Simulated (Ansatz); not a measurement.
A nudged elastic band was laid between two geometries of CH$_{5}$BN (8 atoms, charge 0, multiplicity 2).

Method: Ansatz, UKS PBE0/def2-SVP.

| Property | Result |
| --- | --- |
| movable images | 5 |
| climbing image | yes |
| spring | 5.0 eV/Å² |
| optimiser | quadratic models (default) |
| start path | IDPP |
| force threshold | 0.05 eV/Å |
| iteration limit | 60 |
| end points | relaxed |

Initial state:

```xyz
8
Properties=species:S:1:pos:R:3
C -0.605 0.780 -0.347
B 0.512 -0.195 0.207
N 0.397 -1.518 0.415
H -1.553 0.273 -0.575
H -0.239 1.278 -1.260
H -0.795 1.578 0.389
H 1.622 0.256 0.495
H 0.661 -2.452 0.677
```

Final state:

```xyz
8
Properties=species:S:1:pos:R:3
C -0.656 0.758 -0.298
B 0.286 -0.290 0.423
N 1.013 -1.256 -0.164
H -1.681 0.662 0.095
H -0.681 0.641 -1.391
H -0.323 1.780 -0.057
H 0.400 -0.260 1.649
H 1.642 -2.035 -0.257
```

(1) Which bonds break or form, and what moves?

(2) Give the energies along the band, and the barrier.

(3) What is the geometry of the highest image?

(4) What are the harmonic wavenumbers there?

## Answers

(1) No bond is made or broken. The dihedral H5–C1–B2–N3 goes from -122 to 0°. The two ends are copies of one structure, up to a mirror image or an exchange of like atoms.

(2) The forces met the threshold. The highest image is number 3 of 0 to 6, 3.9 kJ/mol above the ends, which have the same energy within 2 meV. A vibrational analysis at the climbing image gives one clearly imaginary mode, 157i cm⁻¹: a first-order saddle point.

| image | path coordinate (Å) | energy (kJ/mol) | dihedral H5–C1–B2–N3 (°) |
| --- | --- | --- | --- |
| 0 | 0.00 | 0.0 | -122 |
| 1 | 0.46 | 0.9 | -101 |
| 2 | 0.92 | 2.8 | -79 |
| 3 | 1.38 | 3.9 | -59 |
| 4 | 1.83 | 2.9 | -39 |
| 5 | 2.29 | 0.9 | -19 |
| 6 | 2.75 | 0.0 | 0 |

(3) 
```xyz
8
Properties=species:S:1:pos:R:3
C -0.642 0.793 -0.266
B 0.430 -0.199 0.351
N 0.673 -1.459 -0.049
H -1.651 0.356 -0.195
H -0.438 0.956 -1.336
H -0.649 1.768 0.238
H 1.149 0.142 1.293
H 1.129 -2.357 -0.037
```

(4) 157i, 168, 294, 506, 563, 837, 917, 924, 976, 1288, 1428, 1443, 1445, 2408, 3062, 3152, 3182, 3782 cm⁻¹.

The run took 88 s on 1 thread of Intel(R) Xeon(R) Platinum 8259CL CPU @ 2.50GHz (Skylake/Cascade Lake), with other jobs on the host, peak memory 0.23 GiB.
